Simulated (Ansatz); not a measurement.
**C₂H₃O₂ radical: basis-set convergence**

Aim: see how fast density functionals converge with the basis set for C₂H₃O₂ radical.

The runs use Ansatz 0.2.0, Gaussian basis; one geometry, several basis sets.

Levels to be run: PBE0-D4/def2-SVP; ωB97M-V/def2-SVP; PBE0-D4/def2-QZVPP; ωB97M-V/def2-QZVPP; the functionals' def2-TZVPP values are taken from earlier runs.

**1. Structure used throughout**

The geometry comes from an earlier relaxation with PBE0-D4 in a triple-zeta def2 set; it is a stationary point, not always the lowest conformer.

SMILES `CO[C]=O`, 7 atoms, charge 0, spin multiplicity 2.

Atoms are counted from 1 here; the program's logs count them from 0.

Bond lengths: C1–O2 1.448 Å, C1–H5 1.090 Å, C1–H6 1.086 Å, C1–H7 1.090 Å, O2–C3 1.306 Å, C3–O4 1.183 Å. Angles: O2–C1–H5 109.7°, O2–C1–H6 105.6°, O2–C1–H7 109.7°, H5–C1–H6 110.9°, H5–C1–H7 109.9°, H6–C1–H7 110.9°, C1–O2–C3 115.6°, O2–C3–O4 131.1°.

**2. PBE0-D4 in def2-SVP**

File in.yaml:

```yaml
crystal:
  periodic: [false, false, false]
  atoms:
    - {symbol: C, position_ang: [-0.137440, 0.706081, -0.167651]}
    - {symbol: O, position_ang: [-0.791532, -0.443965, 0.420597]}
    - {symbol: C, position_ang: [-0.071962, -1.531852, 0.481224]}
    - {symbol: O, position_ang: [1.037736, -1.750234, 0.135758]}
    - {symbol: H, position_ang: [0.148932, 0.480096, -1.194610]}
    - {symbol: H, position_ang: [-0.870370, 1.507400, -0.136920]}
    - {symbol: H, position_ang: [0.745936, 0.964372, 0.416003]}
basis:
  gaussian: {orbitals: def2-SVP}
magnetization: {spin_polarized: true, initial_magnetization: 1}
hamiltonian: {xc: pbe0, dispersion: d4}
output: {orbitals: {seedname: orbitals}}
```

After this run come: ωB97M-V in def2-SVP; PBE0-D4 in def2-QZVPP; ωB97M-V in def2-QZVPP.

Before running them: what should the planned runs give, taken together? Wanted: PBE0-D4: double and triple zeta above quadruple; ωB97M-V: double and triple zeta above quadruple.

As calculated:

| quantity | value |
| --- | --- |
| PBE0-D4: double and triple zeta above quadruple | 7.58, 0.34 eV |
| ωB97M-V: double and triple zeta above quadruple | 7.80, 0.32 eV |

What this shows: For PBE0-D4 the step from double to triple zeta gains 7.24 eV and the next only 0.34 eV. Total energies overstate the basis error of differences, where much of it tends to cancel.
